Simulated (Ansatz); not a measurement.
## bcc Na

Calculation: r²SCAN+rVV10 in Ansatz (plane waves, PAW).

Run with plane-wave cutoff 560 eV, 18×18×18 k mesh, Fermi–Dirac smearing 0.05 eV, scalar-relativistic PAW data made under PBE.

Cell (relaxed at this level):

Space group Im-3m (No. 229); a = 4.208 Å, b = 4.208 Å, c = 4.208 Å, α = 90.00°, β = 90.00°, γ = 90.00°

```
atom  site  symmetry       x       y       z
----  ----  --------  ------  ------  ------
Na      2a      m-3m  0.0000  0.0000  0.0000
```
(The calculation used a cell of 1 atom; values per cell refer to that cell.)

```yaml
bulk_modulus: 7.78 GPa
band_gap: zero (no gap)
pressure derivative B′ of the bulk modulus: 3.6
```

Measured, for comparison: bulk modulus 7.9 GPa (0 K value with the zero-point phonon effect removed, our sources range from 7.63 to 7.91; as tabulated in Mejia-Rodriguez and Trickey (2018), arXiv:1807.09216). Computed (rounded) less measured: bulk modulus -2 % (inside the range of the sources held).

Computed values are for the static lattice.

Cost on a shared machine: around 70 core-seconds (rough).

Ansatz is an electronic-structure program.
